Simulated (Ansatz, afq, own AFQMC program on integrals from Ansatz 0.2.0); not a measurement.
# AlH, singlet: AFQMC among the cluster methods

```xyz
2

Al    0.0000    0.0000    0.0000
H     0.0000    0.0000    1.6045
```

Basis cc-pVTZ. Only valence electrons are correlated. Ansatz 0.2.0 and our own AFQMC program on the same integrals; the CISD trial comes from CCSD amplitudes, and released means the phaseless constraint is let go. Error bars are statistical, one sigma.

Determinant: UHF, the one that the program's search chose, which needn't be the lowest solution. The geometry is a PBE0/def2-TZVP stationary point of this or a neighbouring charge and spin state.

Full CI on the same integrals is exact in this basis and with this determinant's frozen core.

Cautions: an unrestricted solution with more broken spin lies lower (17 meV, ⟨S²⟩ 0.19), while this determinant keeps restricted orbitals.

```
T1 diagnostic                               : 0.0131
weight of the determinant in the CISD state : 0.914
⟨S²⟩ of the determinant                     : 0.000
size of the correlated space                : 4 electrons in 43 orbitals
```

| level | correlation energy (eV) |
| --- | --- |
| MP2 | -1.6895 |
| CCSD | -2.2418 |
| CCSD(T) | -2.2799 |

(1) Estimate where phaseless AFQMC with a CISD trial lies against CCSD(T) on the same integrals.

(1) 7.2 ± 0.9 meV below CCSD(T).

Reference: full CI, correlation energy -2.292 eV. The released energy is read at 2.40 1/Eh (meV from the phaseless value at times in 1/Eh: -1.5 ± 0.9 at 0.24, -3.0 ± 0.8 at 0.51, -2.8 ± 0.7 at 0.99, -4.1 ± 0.8 at 1.62, -3.6 ± 0.8 at 2.40).

| level | E − E(reference) (meV) | share of correlation (%) |
| --- | --- | --- |
| CCSD(T) | 11.6 | 99.49 |
| CCSDT | 1.6 | 99.93 |
| CCSDT(Q) | 0.3 | 99.99 |
| ph-AFQMC/CISD | 4.4 ± 0.9 | 99.81 |
| released AFQMC | 0.8 ± 0.8 | 99.96 |

CCSDT and higher add their correlation energy to the determinant of the CCSD(T) run, since their own runs factorise the integrals more tightly (a shift of under 2 meV). A walk keeps the symmetry of its determinant, which the program's search chose and which needn't be the lowest solution, so a lower state of the same spin and another symmetry isn't excluded. Released energies are given only where the last usable release times agree within the noise; a slower fall can still hide under it.
